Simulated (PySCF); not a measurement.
Gas-phase reaction: AlCl₃ + 2 HCl = AlH₂Cl + 2 Cl₂

Method: PySCF energies plus ideal-gas RRHO corrections (1 bar). † marks an energy on the PBE0/def2-TZVP geometry and frequencies; other levels use their own. MP2 freezes the core. All species are closed-shell singlets. AlH₂Cl: computed as isolated molecules; such fragments, hydroxides, amides, oligomers or adducts are transient or little studied in the gas. MP2 isn't extrapolated to the basis-set limit.

```csv
level,"ΔH°(298 K), kJ"
HF/def2-TZVP†,679
MP2/def2-TZVPP†,695
PBE/def2-SVP,…
PBE0/def2-TZVP,…
r2SCAN/def2-TZVP†,658
ωB97M-V/def2-TZVP†,…
```

Some entries are withheld; supply them.


- PBE/def2-SVP, ΔH°(298 K), kJ: 637
- PBE0/def2-TZVP, ΔH°(298 K), kJ: 638
- ωB97M-V/def2-TZVP†, ΔH°(298 K), kJ: 644
